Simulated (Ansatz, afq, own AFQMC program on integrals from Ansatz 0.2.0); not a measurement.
Two steps: Ansatz 0.2.0 writes the Fock matrix and Cholesky factors of the valence space, and afq projects on them the lowest state that overlaps trial and start.

```yaml
crystal:
  periodic: [false, false, false]
  atoms:
    - {symbol: Al, position_ang: [0.000000, -0.074388, 0.613390]}
    - {symbol: C, position_ang: [0.000000, 0.010117, -1.308029]}
    - {symbol: H, position_ang: [0.000000, 1.321704, 1.420502]}
    - {symbol: H, position_ang: [0.000000, 0.549036, -2.253748]}
basis:
  gaussian: {orbitals: cc-pVDZ}
total_charge: 1
magnetization: {spin_polarized: true, initial_magnetization: 4}
correlation: {method: ccsd_t, electrons: outside_noble_gas, hamiltonian_folder: ham}
```

```sh
$ ansatz run in.yaml --threads 1 --pin off --events-out ev --progress --plain --max-ram 1843MiB
```

afq runs on the folder ham with

```
--method free --trial cisd --walkers 60 --time-step 0.03 --max-blocks 80 --target-error 0.00034 --factor-cut 1e-05 --seed 4112 --times 0,0.3,0.6,1.2,1.8,2.4,3.6,4.8,6 --taylor-order 8
```

Times are imaginary, in 1/Eh. The walk had a cap of 920 s.

Output of the walk:

```
orbitals 36  electrons 6 2  factors 267 of 401
reference energy -280.44792769 Eh
CCSD correlation -0.13541591 Eh in 13 cycles, weight of the determinant in the CISD state 0.8942
repeat  energy at the last time / Eh  error
    10  -280.589147  0.000953
    20  -280.588961  0.000830
    30  -280.589426  0.000670
    40  -280.589942  0.000583
    50  -280.590045  0.000472
    60  -280.589702  0.000505
    70  -280.589720  0.000520
    80  -280.589599  0.000478
time / (1/Eh)  energy / Eh  error  mean overlap
  0.00  -280.583409  0.000082  1.1188
  0.30  -280.586228  0.000122  1.1200
  0.60  -280.587315  0.000152  1.1265
  1.20  -280.588519  0.000144  1.1220
  1.80  -280.588778  0.000175  1.1190
  2.40  -280.589156  0.000207  1.1176
  3.60  -280.588998  0.000288  1.1058
  4.80  -280.589765  0.000450  1.0974
  6.00  -280.589599  0.000478  1.1107
energy -280.589599 +/- 0.000478 Eh
```

The run passed its tests (error under three times the target), which doesn't prove that it has relaxed.

Against this walk (error 13.0 meV) on the same determinant: CCSD(T) 52.0 meV higher, CCSDT(Q) 8.5 meV higher (within the noise). The error is statistical, and a free projection of finite length keeps a remainder of its start.

Cautions: remainder of the start not in the error; error above the target (13.0 against 9.3 meV); lower spins were not checked.

The walk took 6.8 min on 1 thread of Intel(R) Xeon(R) Platinum 8375C CPU @ 2.90GHz (Ice Lake), with other jobs on the host. The log's last line is the free-projection energy.

CCSDT and higher add their correlation energy to the determinant of the CCSD(T) run, since their own runs factorise the integrals more tightly (a shift of under 2 meV). A walk keeps the symmetry of its determinant, which the program's search chose and which needn't be the lowest solution, so a lower state of the same spin and another symmetry isn't excluded.
